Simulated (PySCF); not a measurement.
Level of theory: B3LYP-D3(BJ)/def2-TZVP // PBE0-D4/def2-TZVP (PySCF 2.14.0). Gas-phase values, no solvent. B3LYP has the VWN-RPA correlation part, as in Gaussian. Excitations are Tamm–Dancoff values on a coarser integration grid. The basis has no diffuse functions, so Rydberg states are missing or too high.

Reference species (SMILES): `N#N` (neutral, multiplicity 1).

```yaml
adiabatic ionisation energy (no zero-point term): 15.82 eV
S1 excitation (TDA): 9.54 eV
```

Changed species: `B=O`.

Give the shifts of the adiabatic ionisation energy (no zero-point term) and S1 excitation (TDA).

the adiabatic ionisation energy (no zero-point term) decreases by 2.55 eV, to 13.27 eV; the S1 excitation (TDA) falls by 1.58 eV, to 7.96 eV.
